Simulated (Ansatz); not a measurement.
Compare A (`NC1(O)C=N1`) with its isomer B (`OC1=NCN1`).

Isolated molecules relaxed with PBE0-D4/def2-TZVP in Ansatz; ΔE leaves out vibrations. CCSD(T)/CBS adds triple-zeta CCSD(T) − MP2 to the extrapolated MP2 energy (def2 sets, frozen cores). Functionals use def2-TZVPP. B3LYP here is the variant with VWN-RPA as its local correlation; programs differ in this. One conformer a species, not always the lowest.

(1) Which isomer does CCSD(T)/CBS put lower? Give the gap. (Estimate.)

(2) Give E(B) − E(A) in kJ/mol with CCSD/def2-TZVPP, B3LYP, PBE0-D4, ωB97M-V, MP2/def2-TZVPP, LDA (SPW92), CCSD(T)/def2-TZVPP. (Best estimate.)

(3) Does the order hold for the free energy at 298.15 K (harmonic terms from PBE0-D4)? (Best estimate.)

Largest T1 diagnostic: 0.013.

Results:

(1) Computed: B, by 77.3 kJ/mol.

(2) Computed: CCSD/def2-TZVPP -82.0, B3LYP -84.3, PBE0-D4 -91.4, ωB97M-V -83.2, MP2/def2-TZVPP -79.6, LDA (SPW92) -98.0, CCSD(T)/def2-TZVPP -80.8. None reverses the order clearly.

(3) The calculation gave: Yes: G(B) − G(A) = -67.6 kJ/mol, for one conformer each.

From BLYP to BHLYP (50 % exact exchange), in def2-TZVPP and without D4, E(B) − E(A) moves by −8.9 kJ/mol. In def2-TZVPP, CCSD(T) changes the Hartree–Fock value by +10.8 kJ/mol (the triples alone add +1.1 kJ/mol) and MP2 by +12.0 kJ/mol.
